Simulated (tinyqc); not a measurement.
Inside a calculation (part 2 of 2). Method: CCSD on RHF in the sto-3g basis, for H2O, spin multiplicity 1. Computed by tinyqc, a small Python program that keeps every step (integrals from PySCF). Command: `OMP_NUM_THREADS=1 python tinyqc.py 20180 20181 out.jsonl` (the two numbers bound the seeds that draw the settings). One thread of a shared host (Intel(R) Xeon(R) Processor @ 2.60GHz), about 0.4 s of CPU time with the checks.

Geometry (angstrom):

| atom | x | y | z |
|---|---|---|---|
| O | 0.0000 | 0.0000 | 0.0000 |
| H | 0.0000 | 0.9510 | 0.6710 |
| H | 0.0000 | -0.9510 | 0.6710 |

## CCSD: convergence

E_corr = 1/4 sum <ij||ab> t_ij^ab + 1/2 sum <ij||ab> t_i^a t_j^b; stop when the norm of the change is below 1e-8.

Course of the amplitude iterations:

| update | correlation energy (hartree) | norm of the change |
|---|---|---|
| 0 | -0.055565 | - |
| 1 | -0.071441 | 1.09e-01 |
| 2 | -0.077158 | 4.76e-02 |
| 3 | -0.081603 | 2.30e-02 |
| 4 | -0.081651 | 3.78e-03 |
| 5 | -0.081689 | 9.28e-04 |
| 6 | -0.081688 | 1.00e-04 |
| 7 | -0.081687 | 3.79e-05 |
| 8 | -0.081688 | 7.83e-06 |
| 9 | -0.081688 | 2.29e-06 |
| 10 | -0.081688 | 8.25e-07 |
| 11 | -0.081688 | 1.93e-07 |
| 12 | -0.081688 | 5.79e-08 |
| 13 | -0.081688 | 2.19e-08 |
| 14 | -0.081688 | 4.55e-09 |

Converged amplitudes (spin orbitals 1a, 1b, ...; amplitudes related by a flip of all spins are not repeated; the 24 largest):

| from | to | t |
|---|---|---|
| 3a 3b | 7a 7b | -0.1080 |
| 4a 4b | 6a 6b | -0.1006 |
| 3a 4b | 6b 7a | 0.0840 |
| 3a 3b | 6a 6b | -0.0689 |
| 3a 4b | 6a 7b | -0.0677 |
| 4a 4b | 7a 7b | -0.0613 |
| 2a 4b | 6a 6b | -0.0422 |
| 2a 3b | 6a 7b | -0.0314 |
| 2a 2b | 6a 6b | -0.0308 |
| 4a | 6a | -0.0297 |
| 5a 5b | 6a 6b | -0.0264 |
| 2a 3b | 6b 7a | 0.0222 |
| 2a 2b | 7a 7b | -0.0206 |
| 3a 4a | 6a 7a | 0.0163 |
| 5a 5b | 7a 7b | -0.0140 |
| 2a 3a | 6a 7a | -0.0092 |
| 2a | 6a | 0.0049 |
| 2a 4b | 7a 7b | 0.0035 |
| 1a 2b | 7a 7b | -0.0008 |
| 3a | 7a | -0.0007 |
| 1a 1b | 6a 6b | -4.62e-04 |
| 1a 2b | 6a 6b | -4.04e-04 |
| 1a 4b | 7a 7b | 3.73e-04 |
| 1a 1b | 7a 7b | -3.59e-04 |

CCSD total energy = -74.991484 hartree

T1 diagnostic, norm of the one-spin t1 over sqrt(correlated electrons) = 0.0095

Converged in 14 updates, with DIIS from the third.
